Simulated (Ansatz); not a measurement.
This geometry of C3H7NO (12 atoms, charge 0, multiplicity 1) is a first-order saddle point.

Level of theory: RKS LDA/6-31G* in Ansatz.

```xyz
12
Properties=species:S:1:pos:R:3
C -0.927 -0.794 0.288
C 0.160 0.266 0.249
N 1.489 -0.277 0.078
C -0.162 1.230 -0.880
O -1.209 1.835 -0.971
H -1.921 -0.312 0.283
H -0.832 -1.430 1.186
H -0.860 -1.441 -0.608
H 0.081 0.869 1.181
H 2.120 -0.018 0.841
H 1.469 -1.300 0.025
H 0.671 1.318 -1.638
```

**Question.** Which two structures does it join? (They come from a converged band through this point; their orientation in space is the band's.)

**Answer.** No bond is made or broken. The dihedral C1–C2–N3–H10 goes from -168 to -67°.

Initial state:

```xyz
12
Properties=species:S:1:pos:R:3
C -0.918 -0.875 0.042
C 0.087 0.226 0.331
N 1.422 -0.307 0.208
C -0.114 1.264 -0.745
O -0.767 2.276 -0.619
H -1.952 -0.492 0.094
H -0.812 -1.692 0.782
H -0.737 -1.302 -0.963
H -0.165 0.707 1.305
H 2.123 0.345 0.577
H 1.511 -1.186 0.733
H 0.399 0.981 -1.712
```

Final state:

```xyz
12
Properties=species:S:1:pos:R:3
C -0.926 -0.737 0.464
C 0.177 0.276 0.247
N 1.518 -0.227 0.043
C -0.150 1.200 -0.901
O -1.256 1.335 -1.379
H -1.912 -0.236 0.486
H -0.782 -1.301 1.403
H -0.949 -1.457 -0.376
H 0.228 0.963 1.125
H 1.870 -0.678 0.895
H 1.508 -0.952 -0.688
H 0.751 1.759 -1.285
```

**Question.** How far does it lie above each of them?

**Answer.** 1.5 kcal/mol above the first and 2.7 kcal/mol above the second. This is the barrier of this one path; another mechanism may lie lower.

Time of the run: 4.3 min on 1 CPU thread of a shared host.
